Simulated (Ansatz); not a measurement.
Geometry optimisation, Ansatz, UKS BHLYP-D4/6-31G*.

Input file:

```yaml
crystal:
  periodic: [false, false, false]
  atoms:
    - { symbol: B, position_ang: [0.010464, 0.018596, -0.075408] }
    - { symbol: H, position_ang: [-0.070959, -0.024763, 1.111314] }
    - { symbol: C, position_ang: [1.362986, 0.036982, -0.839886] }
    - { symbol: H, position_ang: [1.676371, -1.004952, -0.960162] }
    - { symbol: H, position_ang: [1.299282, 0.468537, -1.83546] }
    - { symbol: H, position_ang: [2.153742, 0.530112, -0.278739] }
    - { symbol: Cl, position_ang: [-1.523419, -0.005902, -0.942914] }
    - { symbol: H, position_ang: [-0.014166, -0.018709, 2.975455] }
magnetization:
  spin_polarized: true
  initial_magnetization: 1
basis:
  gaussian: { orbitals: "6-31G*" }
hamiltonian:
  xc: { name: BHLYP }
  dispersion: d4
relax:
  f_tol: 0.03
  max_steps: 50
output:
  orbitals: {}
```

Launched with:

```bash
$ ansatz run input.yaml --threads 1 --pin off --max-ram 2048MiB --backend cpu --events-out ev --progress --plain --runs-dir out
```

**Question.** Where does it end, and by what steps?

**Answer.** The forces met the threshold. After 6 steps the energy has fallen by 0.041 eV; H8 moved furthest, 0.60 Å.

```csv
step,energy less start (eV),largest force component (eV/Å),accepted
0,0.0000,0.157,yes
1,-0.0090,0.152,yes
2,-0.0258,0.315,yes
3,-0.0356,0.246,yes
4,-0.0398,0.153,yes
5,-0.0403,0.078,yes
6,-0.0414,0.018,yes
```

```xyz
8
Properties=species:S:1:pos:R:3
B 0.018 0.002 -0.172
H -0.055 -0.161 0.999
C 1.371 0.025 -0.933
H 1.799 -0.981 -0.897
H 1.301 0.326 -1.973
H 2.089 0.664 -0.420
Cl -1.517 0.183 -1.013
H -0.111 -0.058 3.564
```

Whether the end is a true minimum wasn't checked by a vibrational analysis.

Run time: 27 s on 1 thread of Arm Neoverse V1 (shared host), peak memory 0.14 GiB.
